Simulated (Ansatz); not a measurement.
A calculation with Ansatz (development build ahead of 0.2.0).

```yaml
crystal:
  periodic: [false, false, false]
  atoms:
    - { symbol: H, position_ang: [0.00924, -1.24883, -1.29299] }
    - { symbol: C, position_ang: [0.00381, -0.17266, -1.2233] }
    - { symbol: C, position_ang: [-0.00841, 0.47686, 0.00359] }
    - { symbol: C, position_ang: [0.00252, -0.17408, 1.22752] }
    - { symbol: H, position_ang: [0.00768, 0.39911, 2.15033] }
    - { symbol: H, position_ang: [-0.00311, 0.3975, -2.14561] }
    - { symbol: H, position_ang: [-0.00234, 1.56401, -0.00927] }
    - { symbol: H, position_ang: [-0.0074, -1.24032, 1.2947] }
basis:
  gaussian: { orbitals: cc-pVTZ }
magnetization:
  spin_polarized: true
  initial_magnetization: 1
hamiltonian:
  xc: hf
correlation:
  method: mp2
  frozen_orbitals: { C: 1, H: 0 }
output:
  forces: true
```

The input is written out in the form of the current development build from the run's settings.

The run gave:

```yaml
Converged: yes
Reference_energy: -116.51133 hartree
Correlation_energy: -0.45633 hartree
Total_energy: -116.96766 hartree
Spin_squared_of_the_determinant: 0.958
Stability_test: minimum
```

Forces (eV/Å):
```json
{"atom": "H1", "Fx": "0.001", "Fy": "-0.025", "Fz": "0.058"}
{"atom": "C2", "Fx": "-0.071", "Fy": "0.597", "Fz": "0.398"}
{"atom": "C3", "Fx": "0.133", "Fy": "-0.687", "Fz": "-0.130"}
{"atom": "C4", "Fx": "-0.060", "Fy": "1.073", "Fz": "-0.322"}
{"atom": "H5", "Fx": "-0.004", "Fy": "-0.214", "Fz": "-0.233"}
{"atom": "H6", "Fx": "0.014", "Fy": "-0.162", "Fz": "0.185"}
{"atom": "H7", "Fx": "-0.033", "Fy": "-0.188", "Fz": "0.078"}
{"atom": "H8", "Fx": "0.019", "Fy": "-0.393", "Fz": "-0.034"}
```

Caution: the unrestricted determinant is spin contaminated; forces differ strongly between restricted and unrestricted references.
